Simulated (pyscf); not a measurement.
Elementary routes open to H₃C–In [singlet] + hydrogen (H₂) in the gas phase (singlet surface):
A. H₃C–InH₂ (H–H broken; H–In, H–In formed)
B. InH [singlet] + methane (CH₄) (C–In, H–H broken; H–In, C–H formed)

Optimised with ωB97X-D3(BJ)/def2-SVP in PySCF.

Problem. Rank the routes by free-energy barrier at 900 K, lowest first, for ωB97M-D3(BJ)/def2-TZVP energies (ideal gas, 1 atm, RRHO with modes under 100 cm⁻¹ raised to 100, one conformer, R ln 2 for chiral ones without a mode under 150 cm⁻¹).

Solution. B (48.4 kcal/mol), A (76.4 kcal/mol)

Route B is the fastest of these, ahead of the next by 28.0 kcal/mol. The most stable products are those of B (ΔG = -8.2 kcal/mol), so kinetics and thermodynamics agree. At 298 K B is still the fastest. Only these routes are compared; each barrier is that of the saddle found, and lower ones may exist. Elements past Kr carry the def2 core potentials, without spin-orbit coupling.
